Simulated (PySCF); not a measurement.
Bonds broken one at a time in the series Ga F-SiH3. Isolated molecules, 0 K electronic values unless said otherwise. Strings in code marks are SMILES.

Method: PBE-D3(BJ)/def2-TZVP // B3LYP-D3(BJ)/def2-TZVP in PySCF 2.14.0. 

```csv
species,dipole moment (D)
whole molecule (`[F][Ga]([F])[F]`),0.00
radical fragment (`[Ga]([F])[F]`),2.22
whole molecule (`[F][Ga]([F])[SiH3]`),3.55
radical fragment (`[F][Ga][SiH3]`),2.27
radical fragment (`[SiH3]`),0.03
whole molecule (`[F][Ga]([SiH3])[SiH3]`),2.05
whole molecule (`[SiH3][Ga]([SiH3])[SiH3]`),0.06
```
